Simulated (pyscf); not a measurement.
## Addition across a multiple bond or ene-type step: HN=SiH–Cl + ammonia (NH₃) → H₂N–SiH(NH₂)–Cl

Gas phase, singlet surface, charge 0. Bonds broken: N6–H7. Bonds formed: N1–H7, Si2–N6. Optimised with ωB97X-D3(BJ)/def2-SVP in PySCF. MP2 and CC: frozen core, UHF for open shells. ΔMP2 is the change of the MP2 total energy from the triple- to the quadruple-zeta basis.

Transition state (Å):

```xyz
9

N     -1.0814     0.4433    -0.6511
Si     0.3078     1.2426    -0.2913
Cl     2.1550     0.2807    -0.1653
H     -1.4476     0.0407    -1.5038
H      0.6597     2.6327    -0.6751
N     -0.3446     1.2333     1.4655
H     -1.1529     0.6299     0.8064
H      0.1783     0.6965     2.1586
H     -0.6774     2.1057     1.8773
```

One imaginary mode, 1218i cm⁻¹; descent along it reached the two sides named, in the forms told below.

| bond | change | reactant side (Å) | saddle | product side |
|---|---|---|---|---|
| N6–H7 | breaks | 1.030 | 1.205 | 3.0 |
| N1–H7 | forms | 2.320 | 1.471 | 1.015 |
| Si2–N6 | forms | 1.945 | 1.874 | 1.714 |

Electronic energies relative to the separated reactants (kcal/mol):

| level | barrier | reaction energy | reverse barrier |
|---|---|---|---|
| ωB97X-D3(BJ)/def2-TZVP | -19.7 | -73.6 | 53.9 |
| PBE/def2-TZVP | -18.3 | -63.7 | 45.3 |
| r²SCAN/def2-TZVP | -20.1 | -69.7 | 49.6 |
| B3LYP-D3(BJ)/def2-TZVP | -16.8 | -68.3 | 51.5 |
| PBE0-D3(BJ)/def2-TZVP | -21.8 | -71.9 | 50.0 |
| M06-2X/def2-TZVP | -21.1 | -74.2 | 53.1 |
| ωB97M-D3(BJ)/def2-TZVP | -18.4 | -71.0 | 52.6 |
| HF/def2-TZVP | -9.4 | -75.7 | 66.3 |
| MP2/def2-QZVPP | -19.0 | -70.5 | 51.5 |
| CCSD/def2-TZVPP | -15.2 | -70.7 | 55.5 |
| CCSD(T)/def2-TZVPP | -16.0 | -68.8 | 52.8 |
| CCSD(T)/def2-TZVPP + ΔMP2(QZVPP) | -16.6 | -69.4 | 52.9 |

With CCSD(T)/def2-TZVPP + ΔMP2(QZVPP) energies and thermal terms (ideal gas, 1 atm, RRHO with modes under 100 cm⁻¹ raised to 100, one conformer, R ln 2 for chiral ones without a mode under 150 cm⁻¹), in kcal/mol:

```tsv
T (K)	ΔH‡	ΔG‡	ΔH	ΔG
298	-17.2	-6.1	-67.5	-57.4
600	-17.2	5.3	-66.7	-47.4
900	-16.7	16.5	-65.6	-38.1
1200	-15.9	27.5	-64.4	-29.1
```

On the reactant side the descent ends in an adduct with a N–Si contact, 27.2 kcal/mol under the separated species and 7.5 kcal/mol under the saddle at ωB97X-D3(BJ)/def2-TZVP. At ωB97X-D3(BJ)/def2-TZVP, PBE, r²SCAN, B3LYP-D3(BJ), PBE0-D3(BJ), M06-2X, ωB97M-D3(BJ)/def2-TZVP, HF, MP2, CCSD, CCSD(T), CCSD(T) the saddle lies under the separated reactants, which points to a path from their complex (located at ωB97X-D3(BJ) alone). What is counted as formed (N–Si) is already present as a longer contact in the reactant adduct; forming that adduct is a step of its own. HN=SiH–Cl lies 26.4 kcal/mol over its isomer H₂N–Si:–Cl [singlet] (electronic energy, ωB97M-D3(BJ)/def2-TZVP). One saddle was located; it need not be the lowest between these sides. The CCSD(T) − MP2 part came from Ansatz, without density fitting, on the same reference.
